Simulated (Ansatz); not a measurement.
Take Ge in the diamond structure (space group Fd-3m, No. 227; a = 5.674 Å) as the base.

Computed with r2SCAN (Ansatz, a program for electronic structure), no spin-orbit coupling.

The change: Sn takes the place of Ge on all its sites, then cell and atoms are relaxed.

Measured lattice parameter a: Ge 5.644 Å (static lattice; corrected from measurement; as listed in Daniel Mejia-Rodriguez, S. B. Trickey, Phys. Rev. B (2018)); Sn 6.477 Å (static lattice; corrected from measurement; as listed in Daniel Mejia-Rodriguez, S. B. Trickey, Phys. Rev. B (2018)).

Question: How well does r2SCAN reproduce the measured shift?

Answer: With r2SCAN the lattice parameter a moves by +0.892 Å (5.674 → 6.567) against +0.833 Å measured.

Whether these cells are dynamically stable was not tested.
